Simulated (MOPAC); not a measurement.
MOPAC input (PM3):

```
PM3 PRECISE GNORM=0.05 LET XYZ CHARGE=1 GEO-OK AUX(PRECISION=9) THREADS=1
C2H3O

C    -0.00606224 1   -0.08532816 1   -1.27779952 1
C    -0.01196846 1    0.00039183 1   -0.00961282 1
H     0.06598111 1    0.81576917 1   -1.88655018 1
H    -0.09649583 1   -1.05817381 1   -1.76064226 1
O     0.10755480 1    0.07163896 1    1.20502751 1
H    -0.72173954 1    0.17891092 1    1.73144643 1
```

Task: What heat of formation does the run end on?

Result: 198.61 kcal/mol.
